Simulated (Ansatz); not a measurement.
**A ladder of methods for BHF2 (SMILES FBF)**

BHF2: 4 atoms, total charge 0, spin state singlet. As SMILES, `FBF`. Geometry: relaxed at PBE0-D4/def2-TZVP.

```tsv
atom	x (Å)	y (Å)	z (Å)
F	1.1543	0.4569	-0.3619
B	-0.0019	-0.0310	0.0252
F	-1.0954	0.5287	-0.4389
H	-0.0570	-0.9546	0.7756
```

Each level gives the energy change with the B2–F3 bond stretched from 1.313 to 3.283 Å (eV). The values are calculated.

```tsv
level	kind	program	value (eV)	less FCI/STO-3G	CPU time (all runs)
SVWN5/STO-3G (restricted)	LDA	Ansatz	9.67	+3.33	0.83 s
BLYP/STO-3G (restricted)	GGA	Ansatz	8.79	+2.45	1.3 s
PBE0/STO-3G (restricted)	global hybrid	Ansatz	10.01	+3.67	1.5 s
r2SCAN0/STO-3G (restricted)	hybrid meta-GGA	Ansatz	10.28	+3.94	2.6 s
wB97M-V/STO-3G (restricted)	range-separated hybrid	Ansatz	10.68	+4.34	12 s
wB97X/STO-3G (restricted)	range-separated hybrid	Ansatz	10.63	+4.29	4.9 s
MP2/STO-3G (restricted)	perturbation theory	Ansatz	7.65	+1.31	0.2 s
CCSDT/STO-3G (restricted)	coupled cluster or CI	Ansatz	6.37	+0.03	0.63 s
FCI/STO-3G	exact in the basis	Ansatz	6.34	0.00	5.9 s
```

FCI/STO-3G is exact within its basis and frozen core, so for wave-function methods in that basis the difference is their error; functionals converge differently with the basis, so for them it is only a difference. The first shape isn't each level's own minimum. The values span 6.34 to 10.68 eV. All rows use very small basis sets, so even the best lies far from the true value. Times are those of the runs behind each value, whatever else they computed, on shared processors of several kinds: orders of magnitude only.
